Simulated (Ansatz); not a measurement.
The input, for Ansatz 0.2.0:

```yaml
crystal:
  periodic: [false, false, false]
  atoms:
    - {symbol: C, position_ang: [-0.029400, -1.318450, 0.820674]}
    - {symbol: Si, position_ang: [-0.030233, 0.268116, 1.573929]}
    - {symbol: Ge, position_ang: [0.017731, 0.107714, -0.786451]}
    - {symbol: H, position_ang: [-0.085046, 0.477225, 3.042229]}
basis:
  gaussian: {orbitals: cc-pVDZ}
magnetization: {spin_polarized: true, initial_magnetization: 3}
correlation: {method: ccsd, electrons: outside_noble_gas}
accuracy: high
scf: {lower_state_search: off}
```

```sh
$ ansatz run in.yaml --threads 1 --pin off --events-out ev --progress --plain --max-ram 2393MiB
```

**Question.** Roughly how long does this take on 1 thread of Arm Neoverse V1, shared host, and how much host memory?

**Answer.** 8.5 s wall and 0.25 GiB.

```
these checks for a lower state are left out or cut short: stability, starts, cluster_reference, orbital_swaps, neighbouring_geometries, increment
1366 factors; integrals over basis functions are off by at most 4.4e-9 eV
mean field evaluation 1: about -65372.2575 eV, gradient 1.6e1 eV
mean field evaluation 2: about -65372.2740 eV, gradient 1.6e1 eV
mean field evaluation 4: about -65374.8537 eV, gradient 3.2e0 eV
mean field evaluation 8: about -65375.5120 eV, gradient 4.6e-1 eV
mean field evaluation 16: about -65375.5347 eV, gradient 3.2e-6 eV
mean field -65375.53465181 eV, -2402.5065853250 hartree, gradient 6.1e-8 eV, S^2 4.180642; 0 other end points of the search recorded, 0 dependent functions left out
20 core orbitals not correlated: weight in the atoms' cores, before any rotation towards them, 0.999 or more for the frozen orbitals, at most 0.001 for the correlated occupied ones
reference -65375.53465181 eV, -2402.5065853250 hartree; 8, 5 occupied and 36, 39 virtual orbitals, 1366 factors
second order -6.22291451 eV of doubles, -0.00000000 eV of singles
cycle   1  -6.88842722 eV  change   -6.7e-1 eV  update   1.2e-1
cycle   2  -7.32710767 eV  change   -4.4e-1 eV  update   5.7e-2
cycle   3  -7.48088494 eV  change   -1.5e-1 eV  update   4.1e-2
cycle   4  -7.54705713 eV  change   -6.6e-2 eV  update   2.5e-2
cycle   5  -7.57157264 eV  change   -2.5e-2 eV  update   1.2e-2
...
cycle  32  -7.59591111 eV  change   -7.7e-8 eV  update   5.8e-8
cycle  33  -7.59591117 eV  change   -6.0e-8 eV  update   1.2e-7
cycle  34  -7.59591120 eV  change   -2.8e-8 eV  update   4.8e-8
cycle  35  -7.59591124 eV  change   -3.4e-8 eV  update   2.6e-8
cycle  36  -7.59591126 eV  change   -2.0e-8 eV  update   1.8e-8
cycle  37  -7.59591127 eV  change   -1.6e-8 eV  update   1.3e-8
cycle  38  -7.59591128 eV  change   -9.0e-9 eV  update   8.4e-9
cycle  39  -7.59591128 eV  change   -4.4e-9 eV  update   4.6e-9
cycle  40  -7.59591129 eV  change   -1.5e-9 eV  update   2.3e-9
cycle  41  -7.59591129 eV  change   4.2e-10 eV  update   1.3e-9
Total energy: -65383.13056310 eV, -2402.7857299161 hartree
Checks for a lower state left out: stability, starts, cluster_reference, orbital_swaps, neighbouring_geometries, increment
```
